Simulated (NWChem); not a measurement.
Everything below was run with NWChem. System: CF4, charge 0, spin multiplicity 1, displaced from the optimised geometry. Level: B3LYP/cc-pVDZ, VWN1-RPA local correlation, spin-restricted.

Output (cleaned and shortened):

```
             Northwest Computational Chemistry Package (NWChem) 7.3.0
             --------------------------------------------------------

                                NWChem Input Module
                                -------------------

 Scaling coordinates for geometry "geometry" by  1.889725989
 (inverse scale =  0.529177249)

                             Geometry "geometry" -> ""
                             -------------------------

 Output coordinates in angstroms (scale by  1.889725989 to convert to a.u.)

  No.       Tag          Charge          X              Y              Z
 ---- ---------------- ---------- -------------- -------------- --------------
    1 F                    9.0000     2.14846800     0.00000000    -1.51917700
    2 C                    6.0000     0.00000000     0.00000000     0.00000000
    3 F                    9.0000    -1.07423400     0.00000000    -0.75958900
    4 F                    9.0000     0.00000000    -1.07422700     0.75958900
    5 F                    9.0000     0.00000000     1.07422700     0.75958900

 Effective nuclear repulsion energy (a.u.)     174.7085413542

            Nuclear Dipole moment (a.u.)
            ----------------------------
        X                 Y               Z
 ---------------- ---------------- ----------------
    18.2700711685     0.0000000000   -12.9187186579


 Summary of "ao basis" -> "" (spherical)
 ------------------------------------------------------------------------------
       Tag                 Description            Shells   Functions and Types
 ---------------- ------------------------------  ------  ---------------------
 *                          cc-pvdz                   on all atoms

                                 NWChem DFT Module
                                 -----------------

 Summary of "ao basis" -> "ao basis" (spherical)
 ------------------------------------------------------------------------------
       Tag                 Description            Shells   Functions and Types
 ---------------- ------------------------------  ------  ---------------------
 F                          cc-pvdz                  6       14   3s2p1d
 C                          cc-pvdz                  6       14   3s2p1d

 Summary of "ao basis" -> "ao basis" (spherical)
 ------------------------------------------------------------------------------
       Tag                 Description            Shells   Functions and Types
 ---------------- ------------------------------  ------  ---------------------
 F                          cc-pvdz                  6       14   3s2p1d
 C                          cc-pvdz                  6       14   3s2p1d

            General Information
            -------------------
          SCF calculation type: DFT
          Wavefunction type:  closed shell.
          No. of atoms     :     5
          No. of electrons :    42
           Alpha electrons :    21
            Beta electrons :    21
          Charge           :     0
          Spin multiplicity:     1
          Use of symmetry is: off; symmetry adaption is: off
          Maximum number of iterations: 100
          AO basis - number of functions:    70
                     number of shells:    30
          Convergence on energy requested:  1.00D-06
          Convergence on density requested:  1.00D-05
          Convergence on gradient requested:  5.00D-04

              XC Information
              --------------
                         B3LYP Method XC Potential
                     Hartree-Fock (Exact) Exchange  0.200
                        Slater Exchange Functional  0.800 local
                    Becke 1988 Exchange Functional  0.720 non-local
              Lee-Yang-Parr Correlation Functional  0.810
                  VWN I RPA Correlation Functional  0.190 local

             Grid Information
             ----------------
          Grid used for XC integration:  medium
          Radial quadrature: Mura-Knowles
          Angular quadrature: Lebedev.
          Tag              B.-S. Rad. Rad. Pts. Rad. Cut. Ang. Pts.
          ---              ---------- --------- --------- ---------
          F                   0.50       49           8.0       434
[...]
          XC Gaussian exp screening on grid/accXCfunc:  20
          Schwarz screening/accCoul:  1.00D-08

      Superposition of Atomic Density Guess
      -------------------------------------

 Sum of atomic energies:        -435.20161085

      Non-variational initial energy
      ------------------------------

 Total energy =    -435.748841
 1-e energy   =    -955.748018
 2-e energy   =     345.290635
 HOMO         =      -0.578117
 LUMO         =      -0.107341

------------------------------------------------------------
EAF file 0: "./mol.aoints.0" size=524288 bytes
------------------------------------------------------------
               write      read    awrite     aread      wait
               -----      ----    ------     -----      ----
     calls:        1         0         0         0         0
   data(b): 5.24e+05  0.00e+00  0.00e+00  0.00e+00
   time(s): 0.00e+00  0.00e+00  0.00e+00  0.00e+00  0.00e+00
rate(mb/s): 0.00e+00  0.00e+00
------------------------------------------------------------

   convergence    iter        energy       DeltaE   RMS-Dens  Diis-err    time
 ---------------- ----- ----------------- --------- --------- ---------  ------
 d= 0,ls=0.0,diis     1   -436.8548989782 -6.12D+02  8.16D-02  3.06D+00     2.1
 d= 0,ls=0.0,diis     2   -421.1701030742  1.57D+01  8.08D-02  4.07D+01     2.4
 d= 0,ls=0.0,diis     3   -436.9366490475 -1.58D+01  8.78D-03  3.09D+00     2.8
 d= 0,ls=0.0,diis     4   -437.1763393835 -2.40D-01  2.93D-02  6.00D-01     3.1
 d= 0,ls=0.0,diis     5   -436.7280352300  4.48D-01  9.88D-03  3.53D+00     3.4
 d= 0,ls=0.0,diis     6   -437.1350616956 -4.07D-01  8.62D-04  1.25D+00     3.7
  Resetting Diis
 d= 0,ls=0.0,diis     7   -437.1561673400 -2.11D-02  2.54D-03  1.12D+00     4.0
 d= 0,ls=0.0,diis     8   -437.2209817991 -6.48D-02  2.37D-02  6.41D-01     4.4
 d= 0,ls=0.0,diis     9   -436.8945667101  3.26D-01  1.15D-02  3.61D+00     4.7
 d= 0,ls=0.0,diis    10   -437.2559414074 -3.61D-01  8.82D-03  3.10D-01     5.0
 d= 0,ls=0.0,diis    11   -437.3004163049 -4.45D-02  1.26D-03  4.37D-02     5.3
 d= 0,ls=0.0,diis    12   -437.3053006177 -4.88D-03  4.92D-04  7.83D-03     5.7
 d= 0,ls=0.0,diis    13   -437.3061522017 -8.52D-04  2.17D-04  1.51D-03     6.0
 d= 0,ls=0.0,diis    14   -437.3063118036 -1.60D-04  1.55D-04  2.98D-04     6.3
 d= 0,ls=0.0,diis    15   -437.3063513502 -3.95D-05  1.54D-05  2.77D-06     6.6
 d= 0,ls=0.0,diis    16   -437.3063517134 -3.63D-07  1.25D-06  1.26D-08     7.0

         Total DFT energy =     -437.306351713361
      One electron energy =     -954.572467641415
           Coulomb energy =      389.652107051041
    Exchange-Corr. energy =      -47.094532477185
 Nuclear repulsion energy =      174.708541354199

 Numeric. integr. density =       42.000003896417

     Total iterative time =      6.3s

                       DFT Final Molecular Orbital Analysis
                       ------------------------------------

 Vector   19  Occ=2.000000D+00  E=-3.269571D-01
              MO Center=  1.5D+00, -1.5D-08, -1.1D+00, r^2= 2.1D+00
   Bfn.  Coefficient  Atom+Function         Bfn.  Coefficient  Atom+Function
  ----- ------------  ---------------      ----- ------------  ---------------
     4      0.434473  1 F  px                17     -0.328346  2 C  s
     7      0.312616  1 F  px                 6     -0.307214  1 F  pz
     9     -0.221049  1 F  pz                18     -0.211409  2 C  px
    20      0.149490  2 C  pz                32      0.145363  3 F  px
    35      0.119408  3 F  px                46      0.118986  4 F  px

 Vector   20  Occ=2.000000D+00  E=-3.129453D-01
              MO Center=  2.1D+00, -3.2D-09, -1.5D+00, r^2= 4.5D-01
   Bfn.  Coefficient  Atom+Function         Bfn.  Coefficient  Atom+Function
  ----- ------------  ---------------      ----- ------------  ---------------
     6      0.549130  1 F  pz                 4      0.388286  1 F  px
     9      0.389516  1 F  pz                 7      0.275425  1 F  px
    23      0.052320  2 C  pz                31      0.038403  3 F  s
    21      0.036996  2 C  px

 Vector   21  Occ=2.000000D+00  E=-3.129450D-01
              MO Center=  2.1D+00,  2.6D-09, -1.5D+00, r^2= 4.5D-01
   Bfn.  Coefficient  Atom+Function         Bfn.  Coefficient  Atom+Function
  ----- ------------  ---------------      ----- ------------  ---------------
     5      0.672540  1 F  py                 8      0.477055  1 F  py
    22      0.064078  2 C  py                45      0.033259  4 F  s
    59     -0.033257  5 F  s

 Vector   22  Occ=0.000000D+00  E=-2.129443D-01
              MO Center=  7.7D-01, -7.3D-09, -5.5D-01, r^2= 2.3D+00
   Bfn.  Coefficient  Atom+Function         Bfn.  Coefficient  Atom+Function
  ----- ------------  ---------------      ----- ------------  ---------------
    17      0.445828  2 C  s                 18      0.409061  2 C  px
     4      0.326499  1 F  px                20     -0.289254  2 C  pz
    16      0.234920  2 C  s                  7      0.233475  1 F  px
     6     -0.230865  1 F  pz                32     -0.200170  3 F  px
     9     -0.165089  1 F  pz                35     -0.157112  3 F  px

 Vector   23  Occ=0.000000D+00  E= 1.202703D-01
              MO Center=  2.4D-02, -3.9D-06, -1.1D-02, r^2= 1.6D+00
   Bfn.  Coefficient  Atom+Function         Bfn.  Coefficient  Atom+Function
  ----- ------------  ---------------      ----- ------------  ---------------
    23      0.737332  2 C  pz                20      0.578893  2 C  pz
    31      0.564676  3 F  s                 21      0.521378  2 C  px
    18      0.409358  2 C  px                35      0.313999  3 F  px
    32      0.282997  3 F  px                45     -0.282126  4 F  s
    59     -0.282545  5 F  s                 50     -0.221506  4 F  py

 Vector   24  Occ=0.000000D+00  E= 1.202761D-01
              MO Center=  1.8D-02,  4.2D-06, -1.9D-02, r^2= 1.6D+00
   Bfn.  Coefficient  Atom+Function         Bfn.  Coefficient  Atom+Function
  ----- ------------  ---------------      ----- ------------  ---------------
    22      0.903040  2 C  py                19      0.709012  2 C  py
    45      0.489143  4 F  s                 59     -0.488901  5 F  s
    51     -0.273613  4 F  pz                65      0.273639  5 F  pz
    48     -0.247750  4 F  pz                62      0.247775  5 F  pz
    36     -0.230075  3 F  py                33     -0.210619  3 F  py

 center of mass
 --------------
 x =   0.43829213 y =   0.00000000 z =  -0.30991520

 moments of inertia (a.u.)
 ------------------
         422.140736283547           0.000000000000         154.125923609886
           0.000000000000         640.112556785311           0.000000000000
         154.125923609886           0.000000000000         531.132205199274

     Multipole analysis of the density
     ---------------------------------

     L   x y z        total         alpha         beta         nuclear
     -   - - -        -----         -----         ----         -------
     0   0 0 0     -0.000000    -21.000000    -21.000000     42.000000

     1   1 0 0     -1.281891     -9.775981     -9.775981     18.270071
     1   0 1 0     -0.000000     -0.000000     -0.000000      0.000000
     1   0 0 1      0.906433      6.912576      6.912576    -12.918719

     2   2 0 0    -22.548291   -103.995118   -103.995118    185.441945
     2   1 1 0      0.000000      0.000000      0.000000      0.000000
     2   1 0 1      3.246374     40.960856     40.960856    -78.675338
     2   0 2 0    -17.957134    -46.066472    -46.066472     74.175811
     2   0 1 1     -0.000000     -0.000000     -0.000000      0.000000
     2   0 0 2    -20.252648    -75.029393    -75.029393    129.806138

 Task  times  cpu:        7.0s     wall:        7.0s

 Total times  cpu:        7.0s     wall:        7.0s
```

**Question.** Write an NWChem input that would produce this output.

**Answer.** Several could match; the one computed here: 
```
start mol
memory heap 200 mb stack 900 mb global 1100 mb
geometry units angstroms nocenter noautoz noautosym
  F      2.148468     0.000000    -1.519177
  C      0.000000     0.000000    -0.000000
  F     -1.074234     0.000000    -0.759589
  F      0.000000    -1.074227     0.759589
  F      0.000000     1.074227     0.759589
end
basis spherical
  * library cc-pvdz
end
dft
  xc b3lyp
  semidirect memsize 60000000 filesize 0
  iterations 100
end
task dft energy
```
